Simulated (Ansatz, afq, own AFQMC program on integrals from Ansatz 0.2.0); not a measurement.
# Where AFQMC and coupled cluster stand for As, quartet

A free As atom.

Basis cc-pVDZ. Only valence electrons are correlated. Integrals, coupled cluster, full CI and functionals: Ansatz 0.2.0; the random walks run on the same integrals in our own AFQMC program. The CISD trial takes its coefficients from CCSD amplitudes. Released means that phaseless walkers are propagated on without the constraint, phases kept. Free projection: walkers drawn from exp(T), propagated without any constraint. Its projection time is finite, and what remains of the start isn't in its error. Uncertainties: one standard error, sampling alone. No spin–orbit coupling.

Determinant: UHF, the one that the program's search chose, which needn't be the lowest solution.

Full CI on the same integrals is exact in this basis and with this determinant's frozen core.

Cautions: no relativity below Rb; no spin-orbit coupling; inner d shell frozen.

* T1 diagnostic: 0.0024
* weight of the determinant in the CISD state: 0.953
* ⟨S²⟩ of the determinant: 3.751
* size of the correlated space: 5 electrons in 13 orbitals

```json
{"level": "MP2", "correlation energy (eV)": "-1.4886"}
{"level": "CCSD", "correlation energy (eV)": "-1.8909"}
{"level": "CCSD(T)", "correlation energy (eV)": "-1.9106"}
```

(1) Estimate where phaseless AFQMC with the Hartree–Fock trial lies against CCSD(T) on the same integrals.

(1) 0.9 ± 1.1 kJ/mol below CCSD(T). The gap is under twice the noise, so this walk alone can't tell the two apart.

Reference: full CI, correlation energy -1.918 eV. The released energy is read at 1.50 1/Eh (meV from the phaseless value at times in 1/Eh: 0.0 ± 0.4 at 0.24, -0.1 ± 0.3 at 0.50, -0.11 ± 0.23 at 1.00, -0.3 ± 0.3 at 1.50).

```csv
level,E − E(reference) (kJ/mol),share of correlation (%)
CCSD(T),0.7,99.63
CCSDT,0.2,99.89
CCSDT(Q),0.0,99.97
CCSDTQ,0.0,100.00
ph-AFQMC/HF,-0.2 ± 1.1,100.13
ph-AFQMC/CISD,0.0 ± 0.05,99.99
released AFQMC,0.0 ± 0.03,100.00
free AFQMC,0.0 ± 0.02,100.02
```

CCSDT and higher add their correlation energy to the determinant of the CCSD(T) run, since their own runs factorise the integrals more tightly (a shift of under 2 meV). Free projections are given only where their last times agree within the noise and don't stop above the reference; a slow remainder of the start can still hide under it. A walk keeps the symmetry of its determinant, which the program's search chose and which needn't be the lowest solution, so a lower state of the same spin and another symmetry isn't excluded. Released energies are given only where the last usable release times agree within the noise; a slower fall can still hide under it.
